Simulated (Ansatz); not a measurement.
# ClH4NSi, SMILES N[SiH2]Cl: vertical spin-state energies

With Ansatz 0.2.0 through its Python package.

Notebook, run cell by cell (the value of a cell's last expression is shown):

In [1]:
```python
import warnings

import ansatz as az

params = {
    "basis": "6-31G",
    "method": "ccsd_t",
}
```

In [2]:
```python
warnings.simplefilter("ignore", az.DeckWarning)
```

In [3]:
```python
mol = (
    az.Crystal.molecule()
    .atom("N", [-0.7796, -0.2793, -0.7021])
    .atom("Si", [0.5591, 0.0082, 0.2199])
    .atom("Cl", [0.5826, -1.3658, 1.7057])
    .atom("H", [-0.8868, 0.5738, -1.3318])
    .atom("H", [-1.6315, -0.2639, -0.1124])
    .atom("H", [0.4372, 1.3728, 0.8149])
    .atom("H", [1.7802, -0.1138, -0.6399])
)
```

In [4]:
```python
job = (
    mol.calculation()
    .basis(gaussian=params["basis"])
    .correlation(params["method"])
    .accuracy("medium")
)
found = {}
for unpaired in [0, 2]:
    report = job.spin("collinear", total=unpaired).run().report
    s = unpaired / 2
    found[unpaired] = report["free_energy_ev"]
    print(f"2S+1 = {unpaired + 1}: E = {found[unpaired]:.5f} eV, <S^2> = {abs(report['mean_field']['state']['spin_squared']):.3f} (pure state {s * (s + 1):.2f})")
lowest = min(found, key=found.get)
for unpaired, e in found.items():
    print(f"multiplicity {unpaired + 1}: {96.485332 * (e - found[lowest]):.1f} kJ/mol above the lowest")
```
```text
2S+1 = 1: E = -21914.43019 eV, <S^2> = 0.000 (pure state 0.00)
2S+1 = 3: E = -21907.75674 eV, <S^2> = 2.009 (pure state 2.00)
multiplicity 1: 0.0 kJ/mol above the lowest
multiplicity 3: 643.9 kJ/mol above the lowest
```

In order: multiplicity 1 (+0.00 eV) and multiplicity 3 (+6.67 eV), all at the one geometry.

Reading the output:
- The settings weren't tested for convergence.
- The geometry is a force-field or estimated start, not a minimum of this method, and the basis set is short of its limit. All parts are taken at fixed geometry, without zero-point energy.
- S² is that of the Hartree-Fock reference.
- Finished in 9.9 s on 1 thread of Arm Neoverse V2, with other jobs on the host, peak memory 0.17 GiB.
